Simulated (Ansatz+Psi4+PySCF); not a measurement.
Results of a calculation; reference values are marked as such.
## Psi4 1.11 run

```
molecule {
0 3
Al 0.000000 0.000000 0.000000
Al 0.000000 0.000000 2.700000
}

set basis cc-pV(T+d)Z
set reference uhf
set scf_type pk
energy('scf')
```

The input is written out from the run's settings.

Output:

```
Converged                                                          : yes
Total energy                                                       : -483.77263 hartree
Spin squared of the determinant                                    : 2.056
Occupied orbitals by symmetry in an Abelian subgroup (alpha; beta) : 4 Ag 1 B2g 1 B3g 4 B1u 2 B2u 2 B3u; 4 Ag 1 B2g 1 B3g 4 B1u 1 B2u 1 B3u
```

This is not the lowest solution: another run reaches a determinant 0.40 eV lower.
